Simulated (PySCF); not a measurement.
# [SiH5]− (SMILES [H][Si-]([H])([H])([H])[H]): wB97X-V/STO-3G

Aim: the energy change on altering one bond length of [SiH5]− at wB97X-V/STO-3G, from 2 runs. The job is set up through a Python script.

Program for the calculation: PySCF 2.14.0.

9 further runs of the same task are left out: 9 set aside as unsound or not needed.

## (1) The structure to begin with

[SiH5]−: 6 atoms, total charge -1, spin state singlet. SMILES: `[H][Si-]([H])([H])([H])[H]`. The shape is that of a GFN2-xTB optimisation.

Bond lengths: Si1–H2 1.639 Å, Si1–H3 1.644 Å, Si1–H4 1.491 Å, Si1–H5 1.491 Å, Si1–H6 1.491 Å. Angles: H2–Si1–H3 179.9°, H2–Si1–H4 90.0°, H2–Si1–H5 90.0°, H2–Si1–H6 90.1°, H3–Si1–H4 89.9°, H3–Si1–H5 90.0°, H3–Si1–H6 90.0°, H4–Si1–H5 120.1°, H4–Si1–H6 120.0°, H5–Si1–H6 120.0°.

## (2) A single-point energy at wB97X-V/STO-3G

File run.py:

```python
from pyscf import gto, dft

molecule = gto.Mole()
molecule.atom = '''
Si    -0.000454     0.000435     0.002778
H     -0.037587    -0.014721     3.098981
H      0.041177     0.014853    -3.103762
H      2.816882     0.022393     0.036283
H     -1.431562     2.428487    -0.004951
H     -1.388438    -2.451447    -0.029329
'''
molecule.unit = 'bohr'
molecule.spin = 0
molecule.charge = -1
molecule.verbose = 3
molecule.max_memory = 1860
molecule.basis = 'sto-3g'
molecule.build()

mf = dft.RKS(molecule, xc='wb97x-v')
mf.conv_tol = 1e-10
mf.grids.level = 5
mf.nlcgrids.level = 1
mf.kernel()
if not mf.converged:
    mf = mf.newton().run(mf.mo_coeff, mf.mo_occ)

e_final = mf.e_tot
print('E(%s) = %.9f' % ('WB97X-V', e_final))
```

Launch:

```bash
OMP_NUM_THREADS=1 python run.py
```

The log of the run:

```text
converged SCF energy = -288.831471378619
E(WB97X-V) = -288.831471379
```

Wall time 11 s (1 thread of Arm Neoverse V2, shared host); peak memory 0.18 GiB.

## (3) The distorted shape

File job.py:

```python
from pyscf import gto, dft

mol = gto.Mole()
mol.atom = '''
Si  -0.298389  -0.002094  -0.002076
H   -0.318039  -0.010114   1.636364
H   -0.276359   0.005536  -1.645986
H    1.490630   0.011850   0.019200
H   -1.055699   1.282776  -0.006166
H   -1.032879  -1.299574  -0.019066
'''
mol.spin = 0
mol.charge = -1
mol.basis = 'sto-3g'
mol.verbose = 3
mol.max_memory = 1860
mol.build()

calc0 = dft.RKS(mol)
calc0.xc = 'wb97x-v'
calc0.nlcgrids.level = 1
calc0.conv_tol = 1e-10
calc0.grids.level = 5
calc0.kernel()
if not calc0.converged:
    calc0 = calc0.newton().run(calc0.mo_coeff, calc0.mo_occ)

etot = calc0.e_tot
print(f'total energy: {etot:.8f} hartree')
```

Launch:

```bash
OMP_NUM_THREADS=1 python job.py
```

The log of the run:

```text
converged SCF energy = -288.806745934001
total energy: -288.80674593 hartree
```

Wall time 12 s (1 thread of Arm Neoverse V2, shared host); peak memory 0.18 GiB.

## (4) What came out

Level: wB97X-V/STO-3G.

```
                                                              quantity          value
                                             first shape: total energy  -288.83147 Eh
                                              first shape: HOMO energy        3.05 eV
                                              first shape: LUMO energy       19.24 eV
    first shape: HOMO–LUMO gap (to an unbound level, set by the basis)       16.19 eV
                                         distorted shape: total energy  -288.80675 Eh
                                          distorted shape: HOMO energy        2.74 eV
                                          distorted shape: LUMO energy       16.41 eV
distorted shape: HOMO–LUMO gap (to an unbound level, set by the basis)       13.66 eV
    energy change with the Si1–H4 bond stretched from 1.491 to 1.789 Å       0.673 eV
```

With the Si1–H4 bond stretched from 1.491 to 1.789 Å the energy rises by 0.67 eV (64.9 kJ/mol). The first shape isn't relaxed at this level, so the change isn't measured from a minimum. The minimal basis adds a large error of its own. Mulliken charges (first shape) run from -0.39 on H3 to +0.54 on Si1; they depend strongly on the basis. The HOMO (first shape) lies at positive energy, 3.05 eV; only total energies tell whether the electron is bound. The HOMO (distorted shape) lies at positive energy, 2.74 eV; only total energies tell whether the electron is bound.
